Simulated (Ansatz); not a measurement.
Relaxation of FH₃Si (5 atoms, charge 0, multiplicity 1), to a largest force component of 0.03 eV/Å in at most 50 steps.

Theory: RKS PBE0-D4/def2-SVP (Ansatz).

```xyz
5
Properties=species:S:1:pos:R:3
Si 0.169 0.019 0.120
H 0.501 -0.011 1.531
H 1.610 -0.012 -0.038
H -0.549 1.212 -0.388
F -0.585 -1.314 -0.414
```

**Question.** Where does it end, and by what steps?

**Answer.** The forces met the threshold. After 4 steps the energy has fallen by 0.499 eV; H2 moved furthest, 0.30 Å.

```json
{"step": "0", "energy less start (eV)": "0.0000", "largest force component (eV/Å)": "1.525", "accepted": "yes"}
{"step": "1", "energy less start (eV)": "-0.4400", "largest force component (eV/Å)": "0.432", "accepted": "yes"}
{"step": "2", "energy less start (eV)": "-0.4978", "largest force component (eV/Å)": "0.140", "accepted": "yes"}
{"step": "3", "energy less start (eV)": "-0.4993", "largest force component (eV/Å)": "0.065", "accepted": "yes"}
{"step": "4", "energy less start (eV)": "-0.4993", "largest force component (eV/Å)": "0.006", "accepted": "yes"}
```

```xyz
5
Properties=species:S:1:pos:R:3
Si 0.248 0.012 0.176
H 0.236 -0.008 1.665
H 1.648 -0.008 -0.332
H -0.471 1.213 -0.333
F -0.516 -1.315 -0.365
```

Whether the end is a true minimum wasn't checked by a vibrational analysis.

Run time: 2.1 s on 1 thread of AMD EPYC 9R45 96-Core Processor (Zen 5) (shared host), peak memory 0.12 GiB.
